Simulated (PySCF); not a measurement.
Task: What does the PBE0-D3(BJ)/def2-SVP structure of InChI=1S/CH7PSi/c1-3-2/h2-3H2,1H3 look like in three dimensions?

Result: 
```
atom  x, y, z in Å
C1    -1.5630   -0.4544   -0.2016
Si2   -0.0546    0.6657   -0.1483
P3     1.6226   -0.4227    0.9291
H4    -2.4244    0.0685   -0.6449
H5    -1.8398   -0.7761    0.8140
H6    -1.3599   -1.3524   -0.8048
H7     0.3418    1.0740   -1.5331
H8    -0.3441    1.9068    0.6351
H9     1.9165   -1.2656   -0.1880
H10    2.6168    0.5419    0.5776
```

Any rigid rotation of these coordinates is as good. Atoms count from 1 in this order. Si2 (SiH2 silicon) is tetrahedral (angles from 107.0° to 112.0°). P3 (three-coordinate phosphorus) is pyramidal (angles 94.2°, 93.7° and 93.6°, sum 281.5°, 0.86 Å off the plane of its three neighbours).

Bonds between heavy atoms (Å): C1–Si2 1.880, Si2–P3 2.271.

The calculation used PySCF 2.14.0, PBE0-D3(BJ)/def2-SVP geometry optimisation, gas phase.

No frequency check. The numbers are those of one conformer (C1–Si2–P3–H 76° and 170°).
